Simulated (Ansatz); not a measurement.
System: fcc Rh. Method: r²SCAN (PAW; Ansatz, a program for electronic structure).

Run with plane-wave cutoff 600 eV, 16×16×16 k mesh, Fermi–Dirac smearing 0.1 eV, finite displacements, force constants from a 4×4×4 q mesh, no spin polarisation, scalar-relativistic PAW data made under PBE.

**Question.** Estimate the zero-point energy that the calculation returns.

**Answer.** 
- zero-point energy = 0.032 eV/atom
